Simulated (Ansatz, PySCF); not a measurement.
This PySCF input computes a CCSD(T)/cc-pVDZ energy:

```python
from pyscf import gto, scf, mp, cc as ccmod

mol = gto.M(
    atom='''
    O    -0.22489627    1.19921299   -0.07691899
    C    -0.43632120    0.02838055   -0.00994382
    N     0.41790027   -0.99734550    0.06832224
    H     0.07146814   -1.93733424    0.11876215
    H     1.42032731   -0.84523444    0.07799705
    ''',
    basis='cc-pvdz',
    charge=0,
    spin=1,
    verbose=4,
)

mf = scf.UHF(mol)
mf.conv_tol = 1e-10
mf.max_cycle = 100
mf.kernel()
mo, _, stable, _ = mf.stability(return_status=True)
if not stable:
    mf.kernel(mf.make_rdm1(mo, mf.mo_occ))
mp2 = mp.MP2(mf, frozen=3).run()
cc = ccmod.CCSD(mf, frozen=3)
cc.max_cycle = 100
cc.kernel()
et = cc.ccsd_t()
print(f'E(CCSD(T)) = {cc.e_tot + et:.9f}')
```

**Question.** Write an input for the same energy in Ansatz (a program for electronic structure) and say what it gives.

**Answer.** 
Ansatz 0.2 input:
```yaml
crystal:
  periodic: [false, false, false]
  atoms:
    - {symbol: O, position_ang: [-0.22489627, 1.19921299, -0.07691899]}
    - {symbol: C, position_ang: [-0.43632120, 0.02838055, -0.00994382]}
    - {symbol: N, position_ang: [0.41790027, -0.99734550, 0.06832224]}
    - {symbol: H, position_ang: [0.07146814, -1.93733424, 0.11876215]}
    - {symbol: H, position_ang: [1.42032731, -0.84523444, 0.07799705]}
basis:
  gaussian:
    orbitals: cc-pVDZ
magnetization: {spin_polarized: true, initial_magnetization: 1}
correlation: {method: ccsd_t, electrons: outside_noble_gas}
```
It gives -168.81390 Eh, and PySCF -168.81390 Eh, a difference of 0.00 mEh.

It need not be the lowest isomer of its formula.
